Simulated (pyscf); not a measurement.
Thermochemistry of product channels of `[Cl][Ga]` [singlet] + `[NH3]` on the singlet surface, in kcal/mol, from ωB97M-D3(BJ)/def2-TZVP energies (ideal gas, 1 atm, RRHO with modes under 100 cm⁻¹ raised to 100, one conformer, R ln 2 for rigid chiral ones). Optimised with ωB97X-D3(BJ)/def2-SVP in PySCF.

| products | ΔE | ΔH(298 K) | ΔG(298 K) | ΔG(900 K) |
|---|---|---|---|---|
| `[NH]=[Ga][Cl]` + `[H][H]` | +64.2 | +57.7 | +58.6 | +58.8 |
| `[NH2][GaH][Cl]` | -6.3 | -8.2 | +0.8 | +17.8 |
| `[NH2][Ga]` [singlet] + `[ClH]` | +31.2 | +28.2 | +27.8 | +26.3 |

These are energies of the channels, which say nothing of barriers. Elements up to Kr have no core potential and no relativistic terms here.
